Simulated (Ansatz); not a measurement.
Which is lower?

Two relaxed structures of CH₇Si₂ (charge -1), singlet (PBE0-D4/def2-TZVPD; forces vanish, vibrations not checked).

A:

```xyz
10
angstrom
C -1.6136 0.5721 -0.6273
Si 0.2625 0.6996 -0.2945
Si 1.3094 -0.9233 1.0432
H -1.8377 -0.3843 -1.1088
H -1.9881 1.3805 -1.2653
H 0.4375 2.1081 0.2318
H 0.8652 0.8074 -1.6789
H 0.6199 -2.0629 0.2695
H 0.2055 -0.8128 2.1118
H -2.1580 0.5962 0.3213
```

B:

C1  (0.091, 0.601, -0.209)
Si2  (-1.859, 0.271, -0.361)
Si3  (0.852, -0.753, 0.783)
H4  (-1.762, -0.740, -1.520)
H5  (-2.170, 1.471, -1.280)
H6  (0.232, 1.540, 0.341)
H7  (0.593, 0.703, -1.178)
H8  (0.482, -2.118, 0.298)
H9  (0.468, -0.689, 2.227)
H10  (2.363, -0.756, 0.790)
(Å)

Program: Ansatz 0.2.0. Basis: def2-TZVPPD. Cores are frozen in the correlated methods. B3LYP uses VWN-RPA correlation.

Problem. Which structure is lower at CCSD(T), and by how much? (To be estimated.)

Solution. By the calculation: A, by 10.91 kcal/mol (electronic energy, against the other). By their contacts, A is CH₇Si₂ ([CH3][SiH2][SiH2]), total charge -1 and B is CH₇Si₂ ([SiH2][CH2][SiH3]), total charge -1.

All methods give the same order:

```json
{"method": "PBE-D4", "E(B) − E(A) (kcal/mol)": "13.77"}
{"method": "r2SCAN-D4", "E(B) − E(A) (kcal/mol)": "12.69"}
{"method": "PBE0-D4", "E(B) − E(A) (kcal/mol)": "13.17"}
{"method": "B3LYP-D4", "E(B) − E(A) (kcal/mol)": "11.18"}
{"method": "wB97M-V", "E(B) − E(A) (kcal/mol)": "10.33"}
{"method": "HF", "E(B) − E(A) (kcal/mol)": "9.11"}
{"method": "MP2", "E(B) − E(A) (kcal/mol)": "9.98"}
{"method": "CCSD", "E(B) − E(A) (kcal/mol)": "10.63"}
{"method": "CCSD(T)", "E(B) − E(A) (kcal/mol)": "10.91"}
```

No T1 diagnostic of these runs exceeds 0.015.

Labels in which every atom is bracketed show which atoms are joined, not bond orders.

For scale, one of the runs: CCSD(T)/def2-TZVPPD, 252 basis functions, launched by `ansatz run in.yaml --threads 2 --pin off --events-out ev --progress --plain --max-ram 4352MiB`. Time: 10 min of wall clock on 2 CPU threads of an Arm Neoverse V1; the host was shared. Peak host memory: 2 GiB.
